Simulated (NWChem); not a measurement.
**Total energies of C (+1)**

```
C
```
Charge +1, spin multiplicity 2.

The numbers come from NWChem runs, not from measurements.

Basis set: def2-SVP (14 functions).

```csv
method,total energy (Ha)
UHF,-37.24419
UMP2,-37.28599
UB2PLYP,-37.35896
UPBE,-37.32575
UB3LYP,-37.38787
UTPSS,-37.39772
```

Total energies of different functionals aren't comparable as a measure of quality: only differences taken within one method are. 

The correlated methods keep 1 core orbital frozen. B3LYP has NWChem's definition, with VWN1-RPA local correlation. The stability of the SCF solutions was not checked. Open-shell Hartree-Fock references start from PBE0 orbitals.
